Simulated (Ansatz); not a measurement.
Species: H3N, SMILES `N` (charge 0, multiplicity 1).

Give a relaxed geometry from B3LYP-D3(BJ)/def2-SVP (Ansatz, a first-principles code).

the end point of this relaxation (outside a Z-matrix the atoms follow the SMILES, hydrogens last).
Bond lengths (Å): N1–H2 1.023, N1–H3 1.023, N1–H4 1.023. Bond angles (°): H2–N1–H3 105.1, H2–N1–H4 105.1, H3–N1–H4 105.1.
